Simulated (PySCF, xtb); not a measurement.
nitrogen (N₂), SMILES N#N.

Harmonic wavenumbers (cm⁻¹) from GFN2-xTB (xtb) at its own minimum, in rising order: 2438.

**Question.** What does PySCF with PBE0-D3(BJ)/def2-TZVPD give at its own minimum? (The exact figures need the calculation; the answer reports its results.)

**Answer.** 2485. Paired by order, the mean absolute difference is 47 cm⁻¹ and the zero-point energies are 3.5 and 3.6 kcal/mol.
